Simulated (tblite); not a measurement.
Species: C₃H₃ (charge +1).
SMILES: `C#C[CH2+]`

Method: GFN2-xTB as coded in tblite; computed harmonic values from a numerical Hessian at the method's own geometry, unscaled. Against measured fundamentals such values can be off by several per cent, at times by over 20.

Harmonic wavenumbers (cm⁻¹): 320.4, 322.2, 623.4, 707.8, 901.6, 927.3, 1148.3, 1306.9, 2099.7, 2968.4, 2987.4, 3204.9.

A = 287025, B = 9726, C = 9407 MHz; mass 39.023 u (most abundant isotopes); point group C2v, symmetry number 2.

**Question.** Zero-point energy?

**Answer.** ½Σν̃ = 8759 cm⁻¹ = 104.78 kJ/mol.

**Question.** Give the ideal-gas entropy at 400 K and 1 bar in the rigid-rotor, harmonic-oscillator model (classical rotation).

**Answer.** Translation 160.66, rotation 81.76, vibration 24.67: S = 267.1 J/(mol K).

**Question.** And Cp and H(400 K) − H(0)?

**Answer.** Cp = 70.28 J/(mol K), of which vibrations give 37.02 (their classical limit is 12 R = 99.8); H(400 K) − H(0) = 19.67 kJ/mol without the zero-point energy, 6.37 from vibrations.

**Question.** Which modes carry the vibrational entropy at 400 K?

**Answer.** 320.4 cm⁻¹: 7.58; 322.2 cm⁻¹: 7.54; 623.4 cm⁻¹: 3.15; 707.8 cm⁻¹: 2.48; 901.6 cm⁻¹: 1.43; 927.3 cm⁻¹: 1.33 J/(mol K); the other 6 give 1.17 together.

**Question.** How do the functions run with temperature in this model?

**Answer.** 
| T (K) | S (J/(mol K)) | Cp (J/(mol K)) | H − H(0) (kJ/mol) | G − H(0) (kJ/mol) | ln q(vib) |
| --- | --- | --- | --- | --- | --- |
| 298.15 | 248.0 | 60.1 | 13.01 | -60.91 | 0.59 |
| 373.15 | 262.3 | 67.8 | 17.82 | -80.06 | 0.93 |
| 500 | 283.7 | 78.2 | 27.11 | -114.72 | 1.55 |
| 750 | 318.3 | 92.5 | 48.57 | -190.13 | 2.82 |
| 1000 | 346.3 | 102.5 | 73.02 | -273.32 | 4.05 |

q(vib) and H(0) count from the zero-point level.

**Question.** What must be added to the electronic energy to get the Gibbs energy at 400 K and 1 bar?

**Answer.** ZPE + [H(400 K) − H(0)] − T·S = 104.78 + 19.67 − 106.84 = 17.61 kJ/mol.
